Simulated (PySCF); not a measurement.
## Potential energy of CF⁺ along the bond

Set-up: PySCF, no relativity, basis sets C STO-3G, F STO-3G. Energies in eV from C⁺ + F in their ground configurations at the same level. State: ¹Σ⁺ (singlet), closed shell.

All columns are PBE0. A positive dipole points towards F; it is taken about the centre of mass and depends on that origin.

```
R (Å)  E (eV)  μ (D)  Mulliken charge on C (basis-dependent)  HOMO (eV)  LUMO (eV)  Mayer bond order  ⟨S²⟩
1.076  -6.875  -0.34                                    0.76     -21.12     -11.52              1.96  0.00
1.126  -7.776  -0.52                                    0.75     -21.10     -11.80              1.96  0.00
1.176  -8.281  -0.72                                    0.75     -21.09     -12.03              1.96  0.00
1.214  -8.464  -0.87                                    0.74     -21.08     -12.19              1.96  0.00
1.251  -8.516  -1.02                                    0.74     -21.06     -12.33              1.95  0.00
1.288  -8.465  -1.18                                    0.74     -21.04     -12.45              1.94  0.00
1.339  -8.272  -1.39                                    0.75     -20.99     -12.60              1.93  0.00
1.401  -7.882  -1.65                                    0.75     -20.89     -12.75              1.92  0.00
1.476  -7.265  -1.96                                    0.75     -20.71     -12.90              1.89  0.00
1.576  -6.294  -2.36                                    0.76     -20.14     -13.06              1.86  0.00
```

A fit through these points gives, at Re = 1.250 Å, μ = -1.02 D and dμ/dR = -4.17 D/Å; the reduced mass is 7.355 u.

Task: How strong is the fundamental in the double-harmonic approximation, I = 42.26·(dμ/dR)²/μred km/mol?

Result: I = 42.26·(-4.17)²/7.355 = 99.9 km/mol at PBE0.

For an ion De counts to the pair picked by the measured ionisation energies or electron affinities, which need not be the lowest pair at this level. STO-3G is very small, so such numbers show the basis as much as the molecule.
